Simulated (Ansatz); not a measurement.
Diamond-structure Ge

All values below come from PBEsol in Ansatz (plane waves, PAW).

Run with plane-wave cutoff 520 eV, 10×10×10 k mesh, Fermi–Dirac smearing 0.01 eV, scalar-relativistic PAW data made under PBE.

Cell (measured lattice):

```cif
data_Ge2
_chemical_formula_sum 'Ge2'
_space_group_name_H-M_alt 'P 1'
_space_group_IT_number 1
_cell_length_a 4.00081
_cell_length_b 4.00081
_cell_length_c 4.00081
_cell_angle_alpha 60.000
_cell_angle_beta 60.000
_cell_angle_gamma 60.000
loop_
_space_group_symop_operation_xyz
  'x, y, z'
loop_
_atom_site_label
_atom_site_type_symbol
_atom_site_fract_x
_atom_site_fract_y
_atom_site_fract_z
_atom_site_occupancy
Ge1 Ge 0.00000 0.00000 0.00000 1
Ge2 Ge 0.25000 0.25000 0.25000 1
```

- band gap = zero (no gap)
- width of the whole s-p valence band = 12.79 eV

Measured, for comparison: band gap 0.79 eV (measured zero-point renormalisation of 52 meV added back here; inputs from Miglio et al. (2020), arXiv:2011.12765).

Note: the gap of the solid is closed in this run; this level leaves the solid without a gap, although one is measured; cell and atoms aren't relaxed at this level (pressure 0.6 GPa).

Spin–orbit coupling is not included.

The computed numbers hold no vibrational or temperature effects.

It cost very roughly 6 core-seconds of CPU time.

Ansatz is a program for electronic structure.
